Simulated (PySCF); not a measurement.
# Si2H5O (SMILES O[SiH2][SiH2]): UCAM-B3LYP/ccECP-cc-pVTZ (core potential)

What is the vertical doublet–quartet gap of Si2H5O at UCAM-B3LYP/ccECP-cc-pVTZ (core potential)? The job is set up through a Python script.

The calculation is run with PySCF 2.14.0.

### Step 1. The system as given

Si2H5O has 8 atoms, charge 0, and is taken as a doublet. As SMILES, `O[SiH2][SiH2]`. Geometry: relaxed at PBE0-D4/def2-TZVP. This is one conformer, not always the lowest.

Bond lengths: O1–Si2 1.652 Å, Si2–Si3 2.337 Å, O1–H4 0.958 Å, Si2–H5 1.483 Å, Si2–H6 1.494 Å, Si3–H7 1.490 Å, Si3–H8 1.491 Å. Angles: O1–Si2–Si3 111.8°, O1–Si2–H5 106.1°, O1–Si2–H6 110.6°, Si3–Si2–H5 109.1°, Si3–Si2–H6 110.3°, Si2–O1–H4 117.8°, Si2–Si3–H7 114.2°, Si2–Si3–H8 114.7°, H5–Si2–H6 108.7°, H7–Si3–H8 109.3°.

### Step 2. The energy at UCAM-B3LYP/ccECP-cc-pVTZ (core potential)

run.py

```python
from pyscf import gto, dft

mol = gto.M(
    atom='''
O       -1.163500      -0.090700      -1.552200
Si       0.158800       0.412900      -0.700400
Si       0.537500      -0.917400       1.183100
H       -2.016900      -0.043900      -1.119900
H        1.313200       0.288100      -1.622700
H        0.014600       1.845600      -0.303300
H        1.822400      -0.633100       1.882000
H       -0.574000      -0.918600       2.177600
''',
    verbose=3,
    ecp='ccecp',
    charge=0,
    spin=1,
    basis='ccecp-cc-pvtz',
    max_memory=1860,
)

mf = dft.UKS(mol, xc='cam-b3lyp')
mf.conv_tol = 1e-10
mf.grids.level = 4
mf.kernel()
if not mf.converged:
    mf = mf.newton().run(mf.mo_coeff, mf.mo_occ)

e_tot = mf.e_tot
print(f'total energy: {e_tot:.8f} hartree')
```

Run with:

```
$ OMP_NUM_THREADS=1 python run.py
```

Output:

```text
WARN: HOMO -0.17794734283416 >= LUMO -0.177947342834161

converged SCF energy = -26.7768410791708  <S^2> = 0.75432162  2S+1 = 2.004317
total energy: -26.77684108 hartree
```

Run time: 2.5 min. Hardware: 1 thread of Arm Neoverse V2, shared host; peak memory 1.1 GiB.

### Step 3. The quartet, same level

input.py

```python
from pyscf import gto, dft

mol = gto.Mole()
mol.atom = [
    ('O', (-1.163500, -0.090700, -1.552200)),
    ('Si', (0.158800, 0.412900, -0.700400)),
    ('Si', (0.537500, -0.917400, 1.183100)),
    ('H', (-2.016900, -0.043900, -1.119900)),
    ('H', (1.313200, 0.288100, -1.622700)),
    ('H', (0.014600, 1.845600, -0.303300)),
    ('H', (1.822400, -0.633100, 1.882000)),
    ('H', (-0.574000, -0.918600, 2.177600)),
]
mol.ecp = {'O': 'ccecp', 'Si': 'ccecp', 'H': 'ccecp'}
mol.verbose = 4
mol.max_memory = 1860
mol.spin = 3
mol.basis = 'ccecp-cc-pvtz'
mol.build()

mf = dft.UKS(mol)
mf.xc = 'cam-b3lyp'
mf.grids.level = 4
mf.conv_tol = 1e-10
mf.kernel()
if not mf.converged:
    mf = mf.newton().run(mf.mo_coeff, mf.mo_occ)

e_final = mf.e_tot
print('E = %.10f Eh' % e_final)
```

Run with:

```
$ OMP_NUM_THREADS=1 python input.py
```

Output:

```text
PySCF version 2.14.0

[INPUT] num. atoms = 8
[INPUT] num. electrons = 19
[INPUT] charge = 0
[INPUT] spin (= nelec alpha-beta = 2S) = 3
[INPUT] symmetry False subgroup None
[INPUT] Mole.unit = angstrom
[INPUT] Symbol           X                Y                Z      unit          X                Y                Z       unit  Magmom
[INPUT]  1 O     -1.163500000000  -0.090700000000  -1.552200000000 AA   -2.198696345931  -0.171398159498  -2.933232890550 Bohr   0.0
[INPUT]  2 Si     0.158800000000   0.412900000000  -0.700400000000 AA    0.300088508581   0.780267916833  -1.323564177645 Bohr   0.0
[INPUT]  3 Si     0.537500000000  -0.917400000000   1.183100000000 AA    1.015727791954  -1.733634746676   2.235734977973 Bohr   0.0
[INPUT]  4 H     -2.016900000000  -0.043900000000  -1.119900000000 AA   -3.811388620635  -0.082958976868  -2.116304286900 Bohr   0.0
[INPUT]  5 H      1.313200000000   0.288100000000  -1.622700000000 AA    2.481588346779   0.544430096487  -3.066458582332 Bohr   0.0
[INPUT]  6 H      0.014600000000   1.845600000000  -0.303300000000 AA    0.027590001419   3.487678535497  -0.573153933581 Bohr   0.0
[INPUT]  7 H      1.822400000000  -0.633100000000   1.882000000000 AA    3.443836889407  -1.196385609462   3.556464566431 Bohr   0.0
[INPUT]  8 H     -0.574000000000  -0.918600000000   2.177600000000 AA   -1.084702795500  -1.735902418025   4.115067608853 Bohr   0.0

nuclear repulsion = 33.8834856459316
number of shells = 57
number of NR pGTOs = 296
number of NR cGTOs = 157
basis = ccecp-cc-pvtz
ecp = {'O': 'ccecp', 'Si': 'ccecp', 'H': 'ccecp'}

******** <class 'pyscf.dft.uks.UKS'> ********
method = UKS
initial guess = minao
damping factor = 0
level_shift factor = 0
DIIS = <class 'pyscf.scf.diis.CDIIS'>
diis_start_cycle = 1
diis_space = 8
diis_damp = 0
SCF conv_tol = 1e-10
SCF conv_tol_grad = None
SCF max_cycles = 50
direct_scf = True
direct_scf_tol = 1e-13
number electrons alpha = 11  beta = 8
[... 19 lines left out ...]
[... the frontier-level lines of each cycle are left out ...]
[... 5 lines left out ...]
[... 5 lines left out ...]
[... 5 lines left out ...]
[... 5 lines left out ...]
[... 5 lines left out ...]
[... 5 lines left out ...]
[... 5 lines left out ...]
[... 5 lines left out ...]
[... 5 lines left out ...]
[... 5 lines left out ...]

cycle= 11 E= -26.5687316018654  delta_E= -1.74e-06  |g|= 0.000202  |ddm|= 0.00846


cycle= 12 E= -26.5687319332643  delta_E= -3.31e-07  |g|= 0.000111  |ddm|= 0.00303


cycle= 13 E= -26.5687320652577  delta_E= -1.32e-07  |g|= 5.16e-05  |ddm|= 0.00249


cycle= 14 E= -26.5687320861179  delta_E= -2.09e-08  |g|= 4.44e-05  |ddm|= 0.00127


cycle= 15 E= -26.568732089157  delta_E= -3.04e-09  |g|= 1.24e-05  |ddm|= 0.000336


cycle= 16 E= -26.5687320902776  delta_E= -1.12e-09  |g|= 7.45e-06  |ddm|= 0.000215


cycle= 17 E= -26.5687320906122  delta_E= -3.35e-10  |g|= 4.02e-06  |ddm|= 0.000127


cycle= 18 E= -26.5687320906938  delta_E= -8.16e-11  |g|= 1.68e-06  |ddm|= 5.19e-05


Extra cycle  E= -26.5687320907053  delta_E= -1.15e-11  |g|= 1.12e-06  |ddm|= 1.18e-05
converged SCF energy = -26.5687320907053  <S^2> = 3.7574758  2S+1 = 4.0037362
E = -26.5687320907 Eh
```

It took 3.5 min on 1 thread of Arm Neoverse V2, shared host; peak memory 1.1 GiB.

### Step 4. Results

Level: UCAM-B3LYP/ccECP-cc-pVTZ (core potential).

| quantity | value |
| --- | --- |
| doublet: total energy | -26.77684 Eh |
| doublet: dipole moment | 1.18 D |
| doublet: HOMO energy (highest over α and β) | -7.34 eV |
| doublet: LUMO energy (lowest over α and β) | -1.65 eV |
| doublet: ⟨S²⟩ | 0.754 |
| quartet: total energy | -26.56873 Eh |
| quartet: dipole moment | 1.29 D |
| quartet: HOMO energy (highest over α and β) | -3.75 eV |
| quartet: ⟨S²⟩ | 3.757 |
| vertical energy of the quartet above the doublet | 5.663 eV |

At this shape the quartet lies 5.66 eV (131 kcal/mol) above the doublet. Mulliken charges (doublet) run from -0.42 on O1 to +0.28 on Si2; they depend strongly on the basis.
